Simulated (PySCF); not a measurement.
dimethyl sulfide (C₂H₆S), SMILES CSC. Atoms are numbered in the order given.

```xyz
9

C      1.3688     0.0000    -0.5070
S      0.0000     0.0000     0.6544
C     -1.3688     0.0000    -0.5070
H      1.3533    -0.8926    -1.1358
H      2.2887     0.0000     0.0784
H      1.3533     0.8926    -1.1358
H     -1.3533    -0.8926    -1.1358
H     -2.2887     0.0000     0.0784
H     -1.3533     0.8926    -1.1358
```
Charge 0, spin multiplicity 1.

Geometry: PBE0-D3(BJ)/def2-TZVP.

Calculation: PBE0/pcJ-1 in PySCF.

Isotropic couplings with Fermi-contact, spin-dipole and both spin-orbit terms, one fixed conformer, no vibrational averaging. Isotopes: 13C, 1H.

Task: Estimate the spin–spin coupling constants. (The exact figures need the calculation; the answer reports its results.)

Result: 
```csv
pair,bonds apart,J (Hz)
C1–H4,1,137.5
C1–H5,1,132.5
C1–H6,1,137.5
C3–H7,1,137.5
C3–H8,1,132.5
C3–H9,1,137.5
C1–C3,2,-0.6
H4–H5,2,-14.6
H4–H6,2,-9.7
H5–H6,2,-14.6
H7–H8,2,-14.6
H7–H9,2,-9.7
H8–H9,2,-14.6
C1–H7,3,2.3
C1–H8,3,10.8
C1–H9,3,2.3
C3–H4,3,2.3
C3–H5,3,10.8
C3–H6,3,2.3
H4–H7,4,0.9
H4–H8,4,-0.8
H5–H7,4,-0.8
H5–H8,4,2.4
H5–H9,4,-0.8
H6–H8,4,-0.8
H6–H9,4,0.9
```
